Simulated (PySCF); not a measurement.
## Relaxation of singlet AlOCl

Level of theory: PBE0/[Al def2-TZVP, O def2-TZVP, Cl def2-TZVP], no relativity, density fitting, PySCF. A (50,194) grid was used.

A hand-made linear start, of C∞v symmetry, held to at least that symmetry:

```xyz
3
charge 0 multiplicity 1, angstrom
Al    0.0000    0.0000   -0.6606
O     0.0000    0.0000   -2.3606
Cl    0.0000    0.0000    1.5894
```

At each step, columns x, y, z (Å) and Fx, Fy, Fz (eV/Å):

```
step 0  E − E(last) = 45.80 kJ/mol
Al   0.000   0.000  -0.661   0.000   0.000  -1.226
O    0.000   0.000  -2.361   0.000   0.000   3.596
Cl   0.000   0.000   1.589   0.000   0.000  -2.370
step 1  E − E(last) = 3.41 kJ/mol
Al   0.000   0.000  -0.657   0.000   0.000   1.437
O    0.000   0.000  -2.240   0.000   0.000  -0.427
Cl   0.000   0.000   1.465   0.000   0.000  -1.010
step 2  E − E(last) = 0.34 kJ/mol
Al   0.000   0.000  -0.627   0.000   0.000  -0.314
O    0.000   0.000  -2.218   0.000   0.000  -0.054
Cl   0.000   0.000   1.413   0.000   0.000   0.368
step 3  E − E(last) = 0.01 kJ/mol
Al   0.000   0.000  -0.633   0.000   0.000   0.010
O    0.000   0.000  -2.227   0.000   0.000   0.046
Cl   0.000   0.000   1.428   0.000   0.000  -0.056
step 4  E − E(last) = 0.00 kJ/mol
Al   0.000   0.000  -0.633   0.000   0.000   0.012
O    0.000   0.000  -2.225   0.000   0.000  -0.008
Cl   0.000   0.000   1.426   0.000   0.000  -0.003
step 5  E − E(last) = 0.00 kJ/mol
Al   0.000   0.000  -0.633   0.000   0.000  -0.003
O    0.000   0.000  -2.225   0.000   0.000   0.002
Cl   0.000   0.000   1.426   0.000   0.000   0.001
```

It ends at C∞v with Al–Cl 2.059 Å, Al–O 1.592 Å; Cl–Al–O 180.0°. A frequency run shows a minimum. Other isomers or separated fragments may lie lower.
